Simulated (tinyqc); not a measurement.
Inside a calculation. Method: CCSD on RHF in the sto-3g basis, frozen core, for BH2+, spin multiplicity 1. Computed by tinyqc, a small Python program that keeps every step (integrals from PySCF). Settings: charge = 1, multiplicity = 1, basis = sto-3g, method = RHF, frozen orbitals = 1, energy threshold = 1e-10, iteration cap = 80, orthogonalisation = symmetric, start = atomic densities, DIIS depth = 6, amplitude equations = CCSD, DIIS depth for amplitudes = 6, cap on updates = 60. Command: `OMP_NUM_THREADS=1 python tinyqc.py 24839 24840 out.jsonl` (the two numbers bound the seeds that draw the settings). One thread of a shared host (Intel(R) Xeon(R) Processor @ 2.60GHz), about 0.4 s of CPU time with the checks. The early iterations of the SCF are left out here.

## One-electron integrals

Geometry (angstrom):
```
atom        x         y        z
B     0.00000   0.00000  0.00000
H     0.00000   1.19000  0.54900
H     0.00000  -1.19000  0.54900
```

Basis sto-3g: exponents (1/bohr^2) and contraction coefficients of normalised primitives:
```
element  l (shell)  exponent  coefficient
B            s (1)  48.79111      0.15433
B            s (1)   8.88736      0.53533
B            s (1)   2.40527      0.44463
B            s (2)   2.23696     -0.09997
B            s (2)   0.51982      0.39951
B            s (2)   0.16906      0.70012
B            p (3)   2.23696      0.15592
B            p (3)   0.51982      0.60768
B            p (3)   0.16906      0.39196
H            s (1)   3.42525      0.15433
H            s (1)   0.62391      0.53533
H            s (1)   0.16886      0.44463
```

Overlap, kinetic and nuclear-attraction integrals over the contracted functions; the nuclear repulsion is the sum of Za Zb / Rab.

nuclear repulsion = 4.2602162 hartree

overlap S:
```
          1B 1s    1B 2s   1B 2px    1B 2py   1B 2pz    2H 1s     3H 1s
1B 1s   1.00000  0.26933  0.00000   0.00000  0.00000  0.05058   0.05058
1B 2s   0.26933  1.00000  0.00000   0.00000  0.00000  0.41554   0.41554
1B 2px  0.00000  0.00000  1.00000   0.00000  0.00000  0.00000   0.00000
1B 2py  0.00000  0.00000  0.00000   1.00000  0.00000  0.40429  -0.40429
1B 2pz  0.00000  0.00000  0.00000   0.00000  1.00000  0.18652   0.18652
2H 1s   0.05058  0.41554  0.00000   0.40429  0.18652  1.00000   0.06181
3H 1s   0.05058  0.41554  0.00000  -0.40429  0.18652  0.06181   1.00000
```

kinetic energy T (hartree):
```
           1B 1s     1B 2s   1B 2px    1B 2py   1B 2pz     2H 1s     3H 1s
1B 1s   10.82630  -0.04797  0.00000   0.00000  0.00000  -0.01371  -0.01371
1B 2s   -0.04797   0.35917  0.00000   0.00000  0.00000   0.06126   0.06126
1B 2px   0.00000   0.00000  1.12388   0.00000  0.00000   0.00000   0.00000
1B 2py   0.00000   0.00000  0.00000   1.12388  0.00000   0.15739  -0.15739
1B 2pz   0.00000   0.00000  0.00000   0.00000  1.12388   0.07261   0.07261
2H 1s   -0.01371   0.06126  0.00000   0.15739  0.07261   0.76003  -0.01124
3H 1s   -0.01371   0.06126  0.00000  -0.15739  0.07261  -0.01124   0.76003
```

nuclear attraction V (hartree):
```
            1B 1s     1B 2s    1B 2px    1B 2py    1B 2pz     2H 1s     3H 1s
1B 1s   -23.95496  -3.35686   0.00000   0.00000  -0.01284  -0.63348  -0.63348
1B 2s    -3.35686  -4.56134   0.00000   0.00000  -0.11784  -1.62519  -1.62519
1B 2px    0.00000   0.00000  -4.46341   0.00000   0.00000   0.00000   0.00000
1B 2py    0.00000   0.00000   0.00000  -4.63023   0.00000  -1.48916   1.48916
1B 2pz   -0.01284  -0.11784   0.00000   0.00000  -4.49892  -0.70569  -0.70569
2H 1s    -0.63348  -1.62519   0.00000  -1.48916  -0.70569  -3.44984  -0.23958
3H 1s    -0.63348  -1.62519   0.00000   1.48916  -0.70569  -0.23958  -3.44984
```

core Hamiltonian H = T + V (hartree):
```
            1B 1s     1B 2s    1B 2px    1B 2py    1B 2pz     2H 1s     3H 1s
1B 1s   -13.12866  -3.40483   0.00000   0.00000  -0.01284  -0.64719  -0.64719
1B 2s    -3.40483  -4.20217   0.00000   0.00000  -0.11784  -1.56393  -1.56393
1B 2px    0.00000   0.00000  -3.33953   0.00000   0.00000   0.00000   0.00000
1B 2py    0.00000   0.00000   0.00000  -3.50635   0.00000  -1.33177   1.33177
1B 2pz   -0.01284  -0.11784   0.00000   0.00000  -3.37503  -0.63308  -0.63308
2H 1s    -0.64719  -1.56393   0.00000  -1.33177  -0.63308  -2.68981  -0.25082
3H 1s    -0.64719  -1.56393   0.00000   1.33177  -0.63308  -0.25082  -2.68981
```

## Two-electron integrals

Functions are numbered as in S; the eight-fold symmetry (ij|kl) = (ji|kl) = (kl|ij) leaves the list below.

Two-electron integrals (ij|kl) in chemists' order, unique and non-zero (hartree):
```
(11|11) 2.92351    (21|11) 0.51838    (21|21) 0.10926    (22|11) 0.74423
(22|21) 0.19318    (22|22) 0.54480    (31|31) 0.02026    (32|31) 0.03000
(32|32) 0.12035    (33|11) 0.74249    (33|21) 0.19324    (33|22) 0.54468
(33|33) 0.58677    (41|41) 0.02026    (42|41) 0.03000    (42|42) 0.12035
(43|43) 0.03163    (44|11) 0.74249    (44|21) 0.19324    (44|22) 0.54468
(44|33) 0.52351    (44|44) 0.58677    (51|51) 0.02026    (52|51) 0.03000
(52|52) 0.12035    (53|53) 0.03163    (54|54) 0.03163    (55|11) 0.74249
(55|21) 0.19324    (55|22) 0.54468    (55|33) 0.52351    (55|44) 0.52351
(55|55) 0.58677    (61|11) 0.09690    (61|21) 0.02036    (61|22) 0.03615
(61|33) 0.03597    (61|41) 0.00133    (61|42) 0.00246    (61|44) 0.03642
(61|51) 0.00061    (61|52) 0.00114    (61|54) 0.00021    (61|55) 0.03607
(61|61) 0.00391    (62|11) 0.23837    (62|21) 0.06286    (62|22) 0.19560
(62|33) 0.18996    (62|41) 0.00628    (62|42) 0.03857    (62|44) 0.20375
(62|51) 0.00290    (62|52) 0.01780    (62|54) 0.00636    (62|55) 0.19289
(62|61) 0.01251    (62|62) 0.09762    (63|31) 0.00623    (63|32) 0.02927
(63|43) 0.00716    (63|53) 0.00330    (63|63) 0.01062    (64|11) 0.20425
(64|21) 0.05457    (64|22) 0.17920    (64|33) 0.16969    (64|41) 0.01093
(64|42) 0.06149    (64|44) 0.19556    (64|51) 0.00217    (64|52) 0.01486
(64|54) 0.00863    (64|55) 0.17215    (64|61) 0.01138    (64|62) 0.10466
(64|64) 0.12055    (65|11) 0.09423    (65|21) 0.02518    (65|22) 0.08267
(65|33) 0.07829    (65|41) 0.00217    (65|42) 0.01486    (65|44) 0.08361
(65|51) 0.00723    (65|52) 0.03613    (65|54) 0.00962    (65|55) 0.08603
(65|61) 0.00525    (65|62) 0.04828    (65|64) 0.05071    (65|65) 0.03402
(66|11) 0.39979    (66|21) 0.10738    (66|22) 0.37833    (66|33) 0.35596
(66|41) 0.01286    (66|42) 0.10524    (66|44) 0.41092    (66|51) 0.00593
(66|52) 0.04855    (66|54) 0.02536    (66|55) 0.36766    (66|61) 0.02176
(66|62) 0.24283    (66|64) 0.28267    (66|65) 0.13041    (66|66) 0.77461
(71|11) 0.09690    (71|21) 0.02036    (71|22) 0.03615    (71|33) 0.03597
(71|41) -0.00133   (71|42) -0.00246   (71|44) 0.03642    (71|51) 0.00061
(71|52) 0.00114    (71|54) -0.00021   (71|55) 0.03607    (71|61) 0.00372
(71|62) 0.01135    (71|64) 0.00942    (71|65) 0.00478    (71|66) 0.01926
(71|71) 0.00391    (72|11) 0.23837    (72|21) 0.06286    (72|22) 0.19560
(72|33) 0.18996    (72|41) -0.00628   (72|42) -0.03857   (72|44) 0.20375
(72|51) 0.00290    (72|52) 0.01780    (72|54) -0.00636   (72|55) 0.19289
(72|61) 0.01135    (72|62) 0.06205    (72|64) 0.04985    (72|65) 0.02995
(72|66) 0.11624    (72|71) 0.01251    (72|72) 0.09762    (73|31) 0.00623
(73|32) 0.02927    (73|43) -0.00716   (73|53) 0.00330    (73|63) 0.00604
(73|73) 0.01062    (74|11) -0.20425   (74|21) -0.05457   (74|22) -0.17920
(74|33) -0.16969   (74|41) 0.01093    (74|42) 0.06149    (74|44) -0.19556
(74|51) -0.00217   (74|52) -0.01486   (74|54) 0.00863    (74|55) -0.17215
(74|61) -0.00942   (74|62) -0.04985   (74|64) -0.03541   (74|65) -0.02366
(74|66) -0.08983   (74|71) -0.01138   (74|72) -0.10466   (74|74) 0.12055
(75|11) 0.09423    (75|21) 0.02518    (75|22) 0.08267    (75|33) 0.07829
(75|41) -0.00217   (75|42) -0.01486   (75|44) 0.08361    (75|51) 0.00723
(75|52) 0.03613    (75|54) -0.00962   (75|55) 0.08603    (75|61) 0.00478
(75|62) 0.02995    (75|64) 0.02366    (75|65) 0.02018    (75|66) 0.05850
(75|71) 0.00525    (75|72) 0.04828    (75|74) -0.05071   (75|75) 0.03402
(76|11) 0.03562    (76|21) 0.00937    (76|22) 0.02911    (76|33) 0.02837
(76|44) 0.02945    (76|51) 0.00076    (76|52) 0.00461    (76|55) 0.02950
(76|61) 0.00179    (76|62) 0.01195    (76|64) 0.01124    (76|65) 0.00647
(76|66) 0.02622    (76|71) 0.00179    (76|72) 0.01195    (76|74) -0.01124
(76|75) 0.00647    (76|76) 0.00187    (77|11) 0.39979    (77|21) 0.10738
(77|22) 0.37833    (77|33) 0.35596    (77|41) -0.01286   (77|42) -0.10524
(77|44) 0.41092    (77|51) 0.00593    (77|52) 0.04855    (77|54) -0.02536
(77|55) 0.36766    (77|61) 0.01926    (77|62) 0.11624    (77|64) 0.08983
(77|65) 0.05850    (77|66) 0.22217    (77|71) 0.02176    (77|72) 0.24283
(77|74) -0.28267   (77|75) 0.13041    (77|76) 0.02622    (77|77) 0.77461
```

## Orthogonalisation

S = U s U^T; symmetric (Loewdin) form X = U s^(-1/2) U^T, so that X^T S X = 1.

eigenvalues of S: 0.35784  0.39651  0.87516  1.00000  1.08459  1.54169  1.74422

X:
```
           1B 1s     1B 2s   1B 2px    1B 2py    1B 2pz     2H 1s     3H 1s
1B 1s    1.03156  -0.16237  0.00000   0.00000  -0.00921   0.02597   0.02597
1B 2s   -0.16237   1.21605  0.00000   0.00000   0.08169  -0.27783  -0.27783
1B 2px   0.00000   0.00000  1.00000   0.00000   0.00000   0.00000   0.00000
1B 2py   0.00000   0.00000  0.00000   1.17561   0.00000  -0.27633   0.27633
1B 2pz  -0.00921   0.08169  0.00000   0.00000   1.03563  -0.12172  -0.12172
2H 1s    0.02597  -0.27783  0.00000  -0.27633  -0.12172   1.19632  -0.02153
3H 1s    0.02597  -0.27783  0.00000   0.27633  -0.12172  -0.02153   1.19632
```

## Iteration 8 (converged): orbitals

converged F (hartree):
```
           1B 1s     1B 2s    1B 2px    1B 2py    1B 2pz     2H 1s     3H 1s
1B 1s   -7.92664  -2.30194   0.00000   0.00000   0.00884  -0.44226  -0.44226
1B 2s   -2.30194  -1.42672   0.00000   0.00000  -0.09727  -0.64942  -0.64942
1B 2px   0.00000   0.00000  -0.16146   0.00000   0.00000   0.00000   0.00000
1B 2py   0.00000   0.00000   0.00000  -0.60685   0.00000  -0.48607   0.48607
1B 2pz   0.00884  -0.09727   0.00000   0.00000  -0.20547  -0.18359  -0.18359
2H 1s   -0.44226  -0.64942   0.00000  -0.48607  -0.18359  -0.64011  -0.10460
3H 1s   -0.44226  -0.64942   0.00000   0.48607  -0.18359  -0.10460  -0.64011
```

Diagonalise F' = X^T F X, C = X C', fill 3 alpha and 3 beta electrons from the bottom; D = 2 C_occ C_occ^T. Each column has its largest component positive (the first on a tie).

F' = X^T F X (hartree):
```
          1         2         3         4         5         6         7
1  -7.73904  -1.16898   0.00000   0.00000   0.00191  -0.03369  -0.03369
2  -1.16898  -0.73114   0.00000   0.00000   0.02162  -0.36649  -0.36649
3   0.00000   0.00000  -0.16146   0.00000   0.00000   0.00000   0.00000
4   0.00000   0.00000   0.00000  -0.28889   0.00000  -0.39280   0.39280
5   0.00191   0.02162   0.00000   0.00000  -0.14938  -0.14237  -0.14237
6  -0.03369  -0.36649   0.00000  -0.39280  -0.14237  -0.27271  -0.04007
7  -0.03369  -0.36649   0.00000   0.39280  -0.14237  -0.04007  -0.27271
```

orbital energies (hartree): MO1 -7.93113, MO2 -0.95807, MO3 -0.81697, MO4 -0.22494, MO5 -0.16146, MO6 0.18181, MO7 0.29544

coefficients C:
```
             MO1       MO2       MO3       MO4      MO5       MO6       MO7
1B 1s    0.99229  -0.23720   0.00000   0.12760  0.00000  -0.18634   0.00000
1B 2s    0.02935   0.69396   0.00000  -0.52819  0.00000   0.95118   0.00000
1B 2px   0.00000   0.00000   0.00000   0.00000  1.00000   0.00000   0.00000
1B 2py   0.00000   0.00000   0.58279   0.00000  0.00000   0.00000   1.09322
1B 2pz   0.00089   0.09637   0.00000   0.82141  0.00000   0.65186   0.00000
2H 1s   -0.00495   0.29885   0.39306   0.24182  0.00000  -0.79683  -0.81452
3H 1s   -0.00495   0.29885  -0.39306   0.24182  0.00000  -0.79683   0.81452
```

D after iteration 8:
```
           1B 1s     1B 2s   1B 2px    1B 2py    1B 2pz     2H 1s     3H 1s
1B 1s    2.08180  -0.27097  0.00000   0.00000  -0.04394  -0.15160  -0.15160
1B 2s   -0.27097   0.96490  0.00000   0.00000   0.13380   0.41450   0.41450
1B 2px   0.00000   0.00000  0.00000   0.00000   0.00000   0.00000   0.00000
1B 2py   0.00000   0.00000  0.00000   0.67930   0.00000   0.45815  -0.45815
1B 2pz  -0.04394   0.13380  0.00000   0.00000   0.01857   0.05759   0.05759
2H 1s   -0.15160   0.41450  0.00000   0.45815   0.05759   0.48767  -0.13032
3H 1s   -0.15160   0.41450  0.00000  -0.45815   0.05759  -0.13032   0.48767
```

## Convergence

Stop when the energy changes by less than 1e-10 hartree and every element of the error matrix X^T (F D S - S D F) X is below 3e-06.

Course of the cycle:
```
iteration  E (hartree)     change  largest element of the error matrix
1          -22.5938441          -                             4.07e-01
2          -25.1147058  -2.52e+00                             5.93e-02
3          -25.1251169  -1.04e-02                             1.86e-02
4          -25.1262949  -1.18e-03                             2.67e-03
5          -25.1263185  -2.35e-05                             4.46e-04
6          -25.1263189  -3.92e-07                             9.30e-06
7          -25.1263189  -1.06e-10                             1.69e-07
8          -25.1263189  -4.97e-14                             5.03e-09
```

PySCF RHF in the same basis = -25.1263189 hartree

Converged in 8 iterations.

## Integrals over molecular orbitals

(pq|rs) = sum C_ip C_jq C_kr C_ls (ij|kl), one index at a time.

one-electron integrals over orbitals h = C^T H C (hartree):
```
           1         2         3         4         5         6         7
1  -13.11545   0.28857   0.00000  -0.16935   0.00000   0.19447   0.00000
2    0.28857  -3.40005   0.00000   0.11198   0.00000  -0.50048   0.00000
3    0.00000   0.00000  -3.16486   0.00000   0.00000   0.00000  -0.55240
4   -0.16935   0.11198   0.00000  -3.23256   0.00000  -0.26632   0.00000
5    0.00000   0.00000   0.00000   0.00000  -3.33953   0.00000   0.00000
6    0.19447  -0.50048   0.00000  -0.26632   0.00000  -2.68982   0.00000
7    0.00000   0.00000  -0.55240   0.00000   0.00000   0.00000  -2.68332
```

Two-electron integrals over orbitals (pq|rs), unique and non-zero (hartree); the lowest 1 orbital is frozen and left out:
```
(22|22) 0.46715    (32|32) 0.14092    (33|22) 0.45873    (33|33) 0.47682
(42|22) 0.01701    (42|33) 0.01615    (42|42) 0.07159    (43|32) 0.02508
(43|43) 0.03141    (44|22) 0.44216    (44|33) 0.42417    (44|42) -0.07372
(44|44) 0.57327    (52|52) 0.07539    (53|53) 0.01872    (54|52) -0.03128
(54|54) 0.04159    (55|22) 0.47039    (55|33) 0.43452    (55|42) -0.03933
(55|44) 0.50576    (55|55) 0.58677    (62|22) 0.04979    (62|33) 0.01114
(62|42) -0.00350   (62|44) 0.05778    (62|55) 0.09959    (62|62) 0.08737
(63|32) -0.06737   (63|43) -0.02720   (63|63) 0.07682    (64|22) 0.02476
(64|33) 0.00247    (64|42) -0.00180   (64|44) 0.04206    (64|55) 0.04230
(64|62) 0.04922    (64|64) 0.03482    (65|52) 0.05045    (65|54) -0.01085
(65|65) 0.04166    (66|22) 0.47039    (66|33) 0.46413    (66|42) 0.05460
(66|44) 0.40777    (66|55) 0.44339    (66|62) 0.03346    (66|64) 0.01770
(66|66) 0.52016    (72|32) -0.01387   (72|43) -0.03128   (72|63) 0.05046
(72|72) 0.05392    (73|22) 0.04244    (73|33) 0.02472    (73|42) -0.05230
(73|44) 0.10118    (73|55) 0.10851    (73|62) 0.07101    (73|64) 0.03959
(73|66) -0.00517   (73|73) 0.10891    (74|32) -0.06885   (74|43) 0.00285
(74|63) 0.04064    (74|72) 0.00419    (74|74) 0.05423    (75|53) 0.01657
(75|75) 0.01838    (76|32) 0.11678    (76|43) 0.03817    (76|63) -0.08093
(76|72) -0.04120   (76|74) -0.05687   (76|76) 0.12539    (77|22) 0.46072
(77|33) 0.47783    (77|42) -0.00140   (77|44) 0.45688    (77|55) 0.45595
(77|62) 0.01189    (77|64) 0.00122    (77|66) 0.47398    (77|73) 0.03531
(77|77) 0.50662
```

## CCSD: starting amplitudes

t_ij^ab = <ij||ab> / (e_i + e_j - e_a - e_b), whose energy is MP2.

Starting amplitudes (spin orbitals 1a, 1b, ...; amplitudes related by a flip of all spins are not repeated):
```
from      to         t
3a 3b  7a 7b  -0.04895
2a 2b  4a 4b  -0.04882
2a 2b  5a 5b  -0.04732
3a 3b  6a 6b  -0.03846
2a 2b  6a 6b  -0.03832
2a 3b  6a 7b  -0.03153
2a 3b  4a 7b   0.02834
3a 3b  4a 4b  -0.02653
2a 3b  6b 7a   0.02240
2a 2b  7a 7b  -0.02151
3a 3b  4a 6b   0.01710
2a 3b  4b 7a  -0.01695
3a 3b  5a 5b  -0.01428
2a 3a  4a 7a   0.01139
2a 3a  6a 7a  -0.00912
2a 2b  4a 6b   0.00187
```

correlation energy = -0.0335165 hartree

## CCSD: amplitude update 1

t_i^a D_i^a and t_ij^ab D_ij^ab are set to the remaining terms of the spin-orbital equations, evaluated with the old amplitudes; for the doubles these are <ij||ab> + 1/2 <ab||ef> t_ij^ef + 1/2 <mn||ij> t_mn^ab + P(ij)P(ab) <mb||ej> t_im^ae + terms in t^2 + terms with t1, D the orbital-energy denominators.

Amplitudes after update 1 (spin orbitals 1a, 1b, ...; amplitudes related by a flip of all spins are not repeated):
```
from      to         t
2a 2b  4a 4b  -0.06347
3a 3b  7a 7b  -0.06307
2a 2b  5a 5b  -0.06297
3a 3b  6a 6b  -0.05056
2a 2b  6a 6b  -0.04788
2a 3b  6a 7b  -0.04281
2a 3b  4a 7b   0.03858
3a 3b  4a 4b  -0.03495
2a 3b  6b 7a   0.03270
2a 2b  7a 7b  -0.02867
3a 3b  4a 6b   0.02791
2a 3b  4b 7a  -0.02555
3a 3b  5a 5b  -0.01311
2a 3a  4a 7a   0.01303
2a 3a  6a 7a  -0.01011
2a        4a  -0.00824
3a        7a  -0.00192
2a 2b  4a 6b   0.00161
2a        6a  -0.00085
```

correlation energy = -0.0446191 hartree

## CCSD: convergence

E_corr = 1/4 sum <ij||ab> t_ij^ab + 1/2 sum <ij||ab> t_i^a t_j^b; stop when the norm of the change is below 1e-8.

Course of the amplitude iterations:
```
update  correlation energy (hartree)  norm of the change
0                         -0.0335165                   -
1                         -0.0446191            9.21e-02
2                         -0.0485369            3.77e-02
3                         -0.0511871            1.80e-02
4                         -0.0512187            4.04e-03
5                         -0.0512308            6.75e-04
6                         -0.0512256            1.17e-04
7                         -0.0512279            2.93e-05
8                         -0.0512276            8.37e-06
9                         -0.0512276            1.46e-06
10                        -0.0512276            5.45e-07
11                        -0.0512276            8.26e-08
12                        -0.0512276            1.91e-08
13                        -0.0512276            3.85e-09
```

Converged amplitudes (spin orbitals 1a, 1b, ...; amplitudes related by a flip of all spins are not repeated):
```
from      to         t
2a 2b  4a 4b  -0.07486
2a 2b  5a 5b  -0.07402
3a 3b  7a 7b  -0.06880
3a 3b  6a 6b  -0.05783
2a 2b  6a 6b  -0.04964
2a 3b  6a 7b  -0.04804
2a 3b  4a 7b   0.04601
3a 3b  4a 4b  -0.04299
3a 3b  4a 6b   0.04296
2a 3b  6b 7a   0.03766
2a 2b  7a 7b  -0.03375
2a 3b  4b 7a  -0.03253
2a        4a  -0.02396
2a 3a  4a 7a   0.01347
2a 3a  6a 7a  -0.01038
3a        7a  -0.00578
3a 3b  5a 5b  -0.00362
2a        6a  -0.00242
2a 2b  4a 6b   0.00061
```

CCSD total energy = -25.1775465 hartree

T1 diagnostic, norm of the one-spin t1 over sqrt(correlated electrons) = 0.01238

Converged in 13 updates, with DIIS from the third.
